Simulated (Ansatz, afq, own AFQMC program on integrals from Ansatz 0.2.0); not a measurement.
AFQMC on a folder of integrals that Ansatz 0.2.0 wrote.

```yaml
crystal:
  periodic: [false, false, false]
  atoms:
    - {symbol: Si, position_ang: [-0.006104, 0.006114, 0.006066]}
    - {symbol: H, position_ang: [0.849746, 0.864859, 0.862897]}
    - {symbol: H, position_ang: [-0.865656, -0.848309, 0.863512]}
    - {symbol: H, position_ang: [-0.860833, 0.861649, -0.855084]}
    - {symbol: H, position_ang: [1.046831, -1.048569, -1.040362]}
basis:
  gaussian: {orbitals: 6-31G}
magnetization: {spin_polarized: false}
correlation: {method: ccsd_t, electrons: outside_noble_gas, hamiltonian_folder: ham}
```

```sh
$ ansatz run in.yaml --threads 1 --pin off --events-out ev --progress --plain --max-ram 16896MiB --backend cuda --devices 0, --max-vram 18GiB
```

afq runs on the folder ham with

```
--method free --trial mp1 --walkers 100 --time-step 0.05 --max-blocks 18 --target-error 0.00068 --factor-cut 0.0001 --seed 2343 --times 0.0,0.5,1.0,2.0,3.0,4.0 --taylor-order 8
```

Times are imaginary, in 1/Eh. The walk had a cap of 60 s.

```
orbitals 16  electrons 4 4  factors 90 of 268
reference energy -291.14997211 Eh
CCSD correlation -0.09102256 Eh in 9 cycles, weight of the determinant in the CISD state 0.9297
repeat  energy at the last time / Eh  error
    10  -291.242414  0.000657
time / (1/Eh)  energy / Eh  error  mean overlap
  0.00  -291.240734  0.000664  1.0491
  0.50  -291.241903  0.000553  1.0398
  1.00  -291.242110  0.000641  1.0404
  2.00  -291.242218  0.000527  1.0403
  3.00  -291.242543  0.000535  1.0469
  4.00  -291.242753  0.000512  1.0460
energy -291.242753 +/- 0.000512 Eh
```

The run passed its tests (error under three times the target), which doesn't prove that it has relaxed.

Against this walk (error 13.9 meV) on the same determinant: CCSD(T) 19.7 meV higher (within the noise), CCSDT(Q) 8.2 meV higher (within the noise), CCSDTQ 7.9 meV higher (within the noise), full CI 7.9 meV higher (within the noise). The error is statistical, and a free projection of finite length keeps a remainder of its start.

A setting was made bad on purpose (too few blocks), so the walk's energy isn't to be trusted. Here it did no visible harm: the energy meets the surest value within the noise.

Cautions: remainder of the start not in the error; the time-step error isn't removed.

CCSDT and higher add their correlation energy to the determinant of the CCSD(T) run, since their own runs factorise the integrals more tightly (a shift of under 2 meV). A walk keeps the symmetry of its determinant, which the program's search chose and which needn't be the lowest solution, so a lower state of the same spin and another symmetry isn't excluded.
